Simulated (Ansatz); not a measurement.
**NH₃, singlet: reading a ladder of total energies**

Geometry: MP2(full)/6-31G*, from the G2/97 set.

```tsv
atom	x (Å)	y (Å)	z (Å)
N	0.0000	0.0000	0.0689
H	0.0000	0.9397	-0.3194
H	0.8138	-0.4699	-0.3194
H	-0.8138	-0.4699	-0.3194
```

Basis STO-3G; Ansatz 0.2.0. Only valence electrons are correlated (noble-gas cores frozen), which leaves 8 electrons in 7 orbitals. Prefix R: restricted or restricted open-shell reference.

Full CI is exact within this basis and frozen core; it isn't the basis-set limit.

Runs differ by some tens of microhartree through their thresholds, so steps under 0.03 kcal/mol mean nothing.

```tsv
level	total energy (hartree)
RHF	-55.454561
RMP2	-55.502094
RCCSD	-55.520059
RCCSD(T)	-55.520179
RCCSDT	-55.520229
RCCSDT(Q)	-55.520267
RCCSDTQ	-55.520275
full CI	-55.520276
```

Question: What is the correlation energy at full CI, and what share of it do RMP2 and RCCSD(T) recover?

Answer: E(corr) = -55.520276 − (-55.454561) = -0.065715 hartree = -1.788 eV. RMP2: -0.047533 / -0.065715 = 72.33 %. RCCSD(T): -0.065618 / -0.065715 = 99.85 %.

Question: By how many kcal/mol does RCCSD(T) miss full CI (1 hartree = 627.509 kcal/mol), and which steps make up the rest?

Answer: -55.520179 − (-55.520276) = 0.000097 hartree = 0.06 kcal/mol. Steps: RCCSDT − RCCSD(T) = -0.03, RCCSDT(Q) − RCCSDT = -0.02, RCCSDTQ − RCCSDT(Q) = -0.01, full CI − RCCSDTQ = 0.00 kcal/mol. That is within 1 kcal/mol of the reference in this basis, which itself misses far more of the correlation at the basis-set limit.
